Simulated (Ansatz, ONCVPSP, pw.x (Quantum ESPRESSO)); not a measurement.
**pw.x on fcc Cu: one setting changed**

Potential: optimised norm-conserving Vanderbilt (ONCV), ONCVPSP 4.0.1.1 (patched build), PBE; core [Ar], reference 3d10 4s0.5; waves: 4s: rc 2.05 bohr, ncon 3, nbas 7, qcut 3.5 1/bohr, 2 projectors, debl 3.5 Ha; p scattering state at 0.3 Ha: rc 2.10 bohr, ncon 3, nbas 8, qcut 3.9 1/bohr, 2 projectors, debl 3.8 Ha; 3d: rc 1.30 bohr, ncon 4, nbas 8, qcut 10.9 1/bohr, 2 projectors, debl 2.2 Ha; f scattering state at 0.26 Ha: rc 1.75 bohr, ncon 5, nbas 8, qcut 6.8 1/bohr, 2 projectors, debl 0.7 Ha; local part: polynomial inside 1.05 bohr (lpopt 5, dvloc0 -1 Ha); core correction: Teter function, fcfact 3, rcfact 1.25. In the p channel the program set the typed energies aside and used 0.050, 3.850 Ha.

The reference run (k-mesh 15³, cutoffs 140/560 Ry, Fermi–Dirac 0.01 Ry, mixing_beta 0.4, conv_thr 1e-9, no spin) gives -2.52 GPa at 12.003 Å³/atom, where all-electron LAPW gives -0.58 GPa. This run, with its own iteration cap, changes k-mesh points per axis to 2.

```
&control
  calculation='scf', prefix='x', pseudo_dir='./', outdir='./tmp', tstress=.true., disk_io='none'
/
&system
  ibrav=0, nat=1, ntyp=1, ecutwfc=140, ecutrho=560, nbnd=13,
  occupations='smearing', smearing='fd', degauss=0.01
/
&electrons
  conv_thr=1e-09, mixing_beta=0.4, electron_maxstep=50
/
ATOMIC_SPECIES
Cu 1.0 Cu.UPF
CELL_PARAMETERS angstrom
  0.00000000 1.81727201 1.81727201
  1.81727201 0.00000000 1.81727201
  1.81727201 1.81727201 0.00000000
ATOMIC_POSITIONS crystal
Cu 0.0000 0.0000 0.0000
K_POINTS automatic
2 2 2 0 0 0
```

```bash
pw.x < Cu.scf.in > Cu.scf.out
```

**Question.** How does the run end?

**Answer.** It converges in 27 iterations; the free energy moves by +1.94 eV/atom and the pressure by +23.09 GPa.

```
Message from routine setup:
     using ibrav=0 with symmetry is DISCOURAGED, use correct ibrav instead
     lattice parameter (alat)  =       4.8566  a.u.
     unit-cell volume          =      81.0003 (a.u.)^3
     number of electrons       =        11.00
     number of Kohn-Sham states=           13
     kinetic-energy cutoff     =     140.0000  Ry
     charge density cutoff     =     560.0000  Ry
     scf convergence threshold =      1.0E-09
     Exchange-correlation= PBE
     number of k points=     3  Fermi-Dirac smearing, width (Ry)=  0.0100
     iteration #  1     ecut=   140.00 Ry     beta= 0.40
     total energy              =    -102.49200547 Ry
     estimated scf accuracy    <       3.64812209 Ry
     iteration #  2     ecut=   140.00 Ry     beta= 0.40
     total energy              =    -103.62715549 Ry
     estimated scf accuracy    <       0.98697299 Ry
     iteration #  3     ecut=   140.00 Ry     beta= 0.40
     total energy              =    -103.67685639 Ry
     estimated scf accuracy    <       0.08129928 Ry
     iteration #  4     ecut=   140.00 Ry     beta= 0.40
     total energy              =    -103.71332434 Ry
     estimated scf accuracy    <       0.06013703 Ry
     iteration #  5     ecut=   140.00 Ry     beta= 0.40
     total energy              =    -103.71647339 Ry
     estimated scf accuracy    <       0.05678964 Ry
     iteration #  6     ecut=   140.00 Ry     beta= 0.40
     negative rho (up, down):  3.661E-06 0.000E+00
     total energy              =    -103.73936929 Ry
     estimated scf accuracy    <       0.06941227 Ry
     [... 15 iterations left out ...]
     iteration # 22     ecut=   140.00 Ry     beta= 0.40
     total energy              =    -103.70395376 Ry
     estimated scf accuracy    <       0.00002293 Ry
     iteration # 23     ecut=   140.00 Ry     beta= 0.40
     total energy              =    -103.70395580 Ry
     estimated scf accuracy    <       0.00000017 Ry
     iteration # 24     ecut=   140.00 Ry     beta= 0.40
     total energy              =    -103.70395530 Ry
     estimated scf accuracy    <       0.00000442 Ry
     iteration # 25     ecut=   140.00 Ry     beta= 0.40
     total energy              =    -103.70395569 Ry
     estimated scf accuracy    <       0.00000002 Ry
     iteration # 26     ecut=   140.00 Ry     beta= 0.40
     total energy              =    -103.70395569 Ry
     estimated scf accuracy    <          4.8E-09 Ry
     iteration # 27     ecut=   140.00 Ry     beta= 0.40
     the Fermi energy is    11.8687 ev
!    total energy              =    -103.70395569 Ry
     estimated scf accuracy    <          4.1E-11 Ry
     smearing contrib. (-TS)   =      -0.00840701 Ry
     The total energy is F=E-TS. E is the sum of the following terms:
     one-electron contribution =     -24.65777731 Ry
     hartree contribution      =      27.43972736 Ry
     xc contribution           =     -25.70512512 Ry
     ewald contribution        =     -80.77237361 Ry
     convergence has been achieved in  27 iterations
          total   stress  (Ry/bohr**3)                   (kbar)     P=      205.71
     Message from routine punch:
     Nothing written, as per user request (disk_io='none')
```

The run took about 3 s on one core of a shared host (AMD EPYC 9R45 96-Core Processor, 96 threads, 376 GiB, load 52).
